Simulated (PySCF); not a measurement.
## Spin states of NaO

Unrestricted PBE0; basis Na x2c-TZVPPall, O x2c-TZVPPall; spin-free X2C with a Gaussian nucleus; PySCF 2.14. Outer shells of the fragments: Na 3s1; O 2s2 2p4.

Followed along the bond (rough minima from three points):

```csv
2Ms+1,unpaired,⟨S²⟩ at the start,R at minimum (Å),Te (eV)
2,π ↑,0.76,2.05,0.00
2,σ ↑,0.75,1.94,0.29
4,"σ ↑, π ↑↑",3.75,none in the scan,≤ 2.64
```

Solutions found at the starting distance of 2.175 Å, counted from the lowest of them; the search is not exhaustive and high or unbound solutions are not listed, so other states can lie among these:

| 2Ms+1 | unpaired | term | E (eV) | ⟨S²⟩ | ⟨Lz²⟩ | μ (D) |
| --- | --- | --- | --- | --- | --- | --- |
| 2 | π ↑ | ²Π | 0.00 | 0.76 | 1.01 | -8.15 |
| 2 | σ ↑ | ²Σ⁺ | 0.42 | 0.75 | 0.00 | -8.67 |
| 4 | σ ↑, π ↑↑ | ⁴Σ⁻ | 2.72 | 3.75 | 0.00 | 2.08 |
| 2 | σ ↓, π ↑↑ | mixed | 2.77 | 1.75 | 0.00 | 2.47 |
| 4 | σ ↑↑, π ↑ | ⁴Π | 2.96 | 3.75 | 1.01 | 2.25 |
| 2 | σ ↑, π ↑↓ | mixed | 3.50 | 1.75 | 2.01 | 2.26 |
| 4 | π ↑↑↑ | ⁴Π | 4.35 | 3.75 | 1.00 | 0.58 |
| 4 | σ ↑, π ↑↑ | mixed | 4.64 | 3.75 | 2.01 | 0.61 |
| 4 | σ ↑, π ↑↑ | mixed | 4.71 | 3.75 | 2.00 | 0.77 |
| 2 | σ ↑ | mixed | 5.74 | 0.75 | 2.00 | 2.22 |

A term symbol is given only where ⟨S²⟩ and ⟨Lz²⟩ are close to those of a pure state; real π, δ and φ orbitals otherwise mix terms. A positive dipole means Na(−)O(+).

Problem. Compare the gap between the two lowest followed solutions at the starting distance with the gap between their minima.

Solution. At PBE0 the second solution (doublet, unpaired electrons σ ↑) lies +0.42 eV from the first (doublet, unpaired electrons π ↑) at 2.175 Å and +0.29 eV at the minima; the two curves relax by different amounts, since their minima lie near 1.94 and 2.05 Å.

The measured ground state is X ²Π (Huber and Herzberg, Constants of Diatomic Molecules (1979)).

Counting both spins, an empty level lies below a filled one in some of these solutions, because spin and occupation are held.
